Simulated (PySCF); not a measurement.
**Frontier orbitals and the lowest excitations**

Compound: B(H2O)H3.
Z-matrix (Å and degrees, PBE0-D3(BJ)/def2-SVP geometry), rows numbered from 1:
```
B 
O   1  1.6745
H   2  0.9667  1  108.35
H   2  0.9667  1  108.45  3  -115.05
H   1  1.2170  2  102.51  3   178.41
H   1  1.2237  2  103.98  3    58.32
H   1  1.2172  2  102.44  3   -61.69
```

Level of theory: PySCF, TDDFT wB97X-D/def2-SVPD, vertical, gas phase, core orbitals frozen in the response.

Frontier orbitals with the atoms that hold most of them (Löwdin shares over 4%, at most four atoms; ? is withheld):

| orbital | ε (eV) | atoms |
| --- | --- | --- |
| LUMO+2 | 2.85 | O2 53%, H3 18%, H4 18%, B1 8% |
| LUMO+1 | 2.75 | B1 65%, O2 10%, H6 7%, H7 7% |
| LUMO | ? | ? |
| HOMO | -10.06 | B1 41%, H6 29%, O2 10%, H5 10% |
| HOMO-1 | -10.27 | ? |
| HOMO-2 | -13.06 | O2 34%, B1 29%, H5 12%, H7 12% |
| HOMO-3 | -14.98 | O2 69%, B1 10%, H6 7%, H4 5% |

(1) Give the leading atoms of the LUMO.

(2) Give the leading atoms of the HOMO-1.

(3) What is the LUMO energy, and the HOMO–LUMO gap?

## Answers

(1) O2 (bonded to B and 2 H) 38%; B1 (bonded to O and 3 H) 22%; H4 (bonded to O) 16%; H3 (bonded to O) 16%. By element: oxygen 38%, hydrogen 31% or more, boron 22%.

(2) B1 (bonded to O and 3 H) 44%; H7 (bonded to B) 23%; H5 (bonded to B) 22%; O2 (bonded to B and 2 H) 6%. By element: hydrogen 46% or more, boron 44%, oxygen 6%.

(3) ε(LUMO) = 1.04 eV; the gap is 11.10 eV (0.4079 hartree).

Q: The HOMO–LUMO gap is 11.10 eV. Where does the response calculation put the lowest singlet, and from which orbitals?

A: S1 is at 6.61 eV (f = 0.0062), 4.49 eV below the gap, made of HOMO→LUMO (94%). 

Q: One configuration dominates each of S1, S2, S3 and S5. Which, and how do the shares of the two leading atoms of either orbital change from the occupied to the empty one?

A: 
- S1 (6.61 eV, f 0.0062), HOMO→LUMO (94%): B1 41% → 22%, H6 29% → at most 9%, O2 10% → 38%
- S2 (6.96 eV, f 0.014), HOMO-1→LUMO (94%): B1 44% → 22%, H7 23% → at most 9%, O2 6% → 38%
- S3 (8.53 eV, f 0.082), HOMO→LUMO+1 (91%): B1 41% → 65%, H6 29% → 7%, O2 10% → 10%
- S5 (8.73 eV, f 0.091), HOMO-1→LUMO+1 (93%): B1 44% → 65%, H7 23% → 7%, O2 6% → 10%

Löwdin shares depend on the basis, the more so with diffuse functions.
